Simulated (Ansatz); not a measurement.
1T (CdI2-type) PtSe₂

Calculation: PBE-D4 (Ansatz, an electronic-structure program, PAW).

Numerical settings: plane-wave cutoff 500 eV, 12×12×8 k mesh (along the axes of the cell as run), Fermi–Dirac smearing 0.05 eV, scalar-relativistic PAW data made under PBE.

Cell: relaxed at this level.

| Item | Result |
|---|---|
| volume per atom | 19.82 Å³/atom |
| lattice parameter a | 3.773 Å |
| c axis length | 4.823 Å |
| band gap | none |

Measured, for comparison: band gap 0 eV (temperature not stated, no zero-point or thermal correction, semimetal, ARPES; as tabulated in Two-dimensional noble-metal chalcogenides and phosphochalcogenides, Angew. …); lattice constant a 3.727 Å (temperature not stated, no zero-point or thermal correction; as tabulated in Björkman (2014), arXiv:1406.2436); lattice parameter c 5.074 Å (temperature not stated, zero-point anharmonic expansion removed (computed with revB86b-DF2); no thermal correction; as tabulated in Björkman (2014), arXiv:1406.2436). Computed (rounded) less measured: lattice constant a +1.2 %, lattice parameter c -4.9 %.

Spin–orbit coupling is not included.

Computed values are for the static lattice.

It cost around 40 core-seconds (rough) of CPU time.
